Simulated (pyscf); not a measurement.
Structures and frequencies: ωB97X-D3(BJ)/def2-SVP in PySCF.

Problem. Estimate the classical barrier height and the reaction energy of `[CH3][SiH2][CH3]` + `[H]` [doublet] → `[CH4]` + `[CH3][SiH2]` [doublet] at ωB97M-D3(BJ)/def2-TZVP. The step runs on the doublet surface, breaks C–Si and forms C–H; take the separated reactants as zero.

Solution. ΔE‡ = 122.8 kJ/mol, ΔE = -70.7 kJ/mol. Zero-point energy shifts the barrier by +5.7 kJ/mol. It is a substitution at C, with an imaginary mode of 1479i cm⁻¹. The same reactants have a lower exit, to H₃C–SiH•–CH₃ + H₂ (barrier +18.8 kJ/mol at ωB97M-D3(BJ), against +122.8 kJ/mol here). One saddle was located; it need not be the lowest between these sides. The angle at the attacked C is 178°.
